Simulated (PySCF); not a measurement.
Isomers C6H12:

A. SMILES C/C=C\C(C)C
B. SMILES CCC=C(C)C
C. 2-ethyl-1-butene (SMILES C=C(CC)CC)
D. SMILES CC/C=C/CC

Spectrum 1. 13C{1H} NMR (computed): δ 138.2 (C), 135.5 (CH), 28.4 (CH3), 25.1 (CH2), 18.3 (CH3), 16.6 (CH3).

Spectrum 2. 13C{1H} NMR (computed): δ 140.5 (CH), 30.8 (CH2), 17.0 (CH3).

Spectrum 3. 13C{1H} NMR (computed): δ 161.2 (C), 117.2 (CH2), 30.8 (CH2), 14.0 (CH3).

Spectrum 4. 13C{1H} NMR (computed): δ 146.2 (CH), 129.9 (CH), 28.4 (CH), 24.7 (CH3), 15.4 (CH3).

[PySCF 2.14: GIAO PBE0/pcSseg-1 shieldings; geometry: PBE0-D3(BJ)/def2-SVP; B3LYP/pcJ-1 coupling constants (spin–dipole term left out of most H,H and C,H couplings); rapidly exchanging positions averaged; relativity neglected; a single conformation; no solvent]

References, each an isolated molecule treated in the same way: 13C vs TMS. Shifts are as computed. Against solution values, carbons near 30 ppm lie about +2 ppm off and those near 130 ppm about +5 ppm. Of 1211 compounds with measured shifts, 218 miss one by over three times the rms of a fit or turn the order of signals round; such compounds aren't used in these exercises.

Question: Which spectrum belongs to which compound?

Answer: 1–B, 2–D, 3–C, 4–A.

- Spectrum 1 (B): 6 13C signals; δC 138.2 is a fully substituted alkene carbon; δC 135.5 is an alkene CH.
- Spectrum 2 (D): 3 13C signals; δC 140.5 is an alkene CH; δC 30.8 is an allylic sp3 CH2.
- Spectrum 3 (C): 4 13C signals; δC 161.2 is a fully substituted alkene carbon; δC 117.2 is a terminal =CH2 carbon.
- Spectrum 4 (A): 5 13C signals; δC 146.2 is an alkene CH; δC 129.9 is an alkene CH.
